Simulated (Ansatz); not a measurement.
The same path of BH8NSi (11 atoms, charge 0, multiplicity 1) was run 3 times with different band settings. Lost on the way: B1–H2, N5–H11. Made: H2–H11.

The calculation used Ansatz 0.2.0, RHF/cc-pVDZ.

Relaxed end points:

```xyz
11
Properties=species:S:1:pos:R:3
B 0.140 -0.297 0.015
H 0.397 0.692 0.679
H 1.110 -0.752 -0.573
H -0.850 -0.184 -0.687
N -0.269 -1.491 1.163
H -0.719 -2.248 0.669
Si 1.187 -2.087 2.070
H 1.941 -2.951 1.141
H 1.952 -0.913 2.526
H 0.709 -2.878 3.233
H -0.973 -1.104 1.773
```

```xyz
11
Properties=species:S:1:pos:R:3
B 0.470 -0.969 -0.371
H -1.759 1.755 2.103
H 1.440 -0.261 -0.331
H -0.391 -0.779 -1.188
N 0.342 -2.027 0.543
H -0.492 -2.581 0.458
Si 1.459 -2.504 1.821
H 1.879 -3.918 1.635
H 2.636 -1.607 1.766
H 0.799 -2.401 3.150
H -1.758 1.078 2.420
```

Common settings: spring 5.0 eV/Å²; optimiser quadratic models (default); start path through a guess of the saddle point; iteration limit 60; end points relaxed.

| run | movable images | climbing image | force threshold |
| --- | --- | --- | --- |
| 1 | 9 | yes | 0.03 eV/Å |
| 2 | 1 | no | 0.03 eV/Å |
| 3 | 9 | yes | 0.5 eV/Å |

Task: What does each run give, and how far can it be trusted?

Result: Run 1: converged after 31 iterations, highest image 1.910 eV above the first end. The profile has 2 maxima (images 1, 6) with wells between them (image 3): this band takes more than one step, which may be the mechanism or a detour left from its start path. Neighbouring images differ by up to 2.0 eV, so the band resolves the path poorly. A vibrational analysis at the climbing image gives one clearly imaginary mode, 1825i cm⁻¹: a first-order saddle point.
Run 2: converged after 24 iterations, highest image 0.000 eV above the first end. The highest image is an end point: on this band no image between the ends rises above it. So few images can step over the top or miss a turn of the path.
Run 3: converged after 20 iterations, highest image 1.926 eV above the first end. The threshold of 0.5 eV/Å is loose, so the images may lie well off the minimum-energy path. The profile has 2 maxima (images 1, 6) with wells between them (image 3): this band takes more than one step, which may be the mechanism or a detour left from its start path. Neighbouring images differ by up to 2.0 eV, so the band resolves the path poorly. The order of the point at the top wasn't checked.
The orbitals stay closed-shell, which can raise the energy where a bond breaks towards radicals; this wasn't checked here.
